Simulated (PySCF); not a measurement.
Si: ionisation energy

Si [Ne] 3s2 3p2 (3P) → Si+ [Ne] 3s2 3p1 (2P), as a difference of total energies. Computed with PySCF 2.14 in jorge-DZP-DKH, with the spin-free X2C one-electron Hamiltonian (Gaussian nucleus). Correlated levels: valence: [Ne] frozen. The calculations carry no spin-orbit coupling.

```csv
method,ionisation energy (eV)
UHF,7.621
MN15,8.061
MP2 (valence),7.905
SCS-MP2 (valence),7.832
CCSD(T) (valence),7.936
```

Question: Estimate what PBE gives.

Answer: 8.171 eV, closest to MN15 among the rows shown.

Question: Estimate what CCSD (valence) gives.

Answer: 7.925 eV, closest to CCSD(T) (valence) among the rows shown.

Errors of the correlated levels include the incompleteness of this basis and the frozen core.

For comparison: 8.157 eV (measured; NIST levels, between the centres of gravity of the two terms).
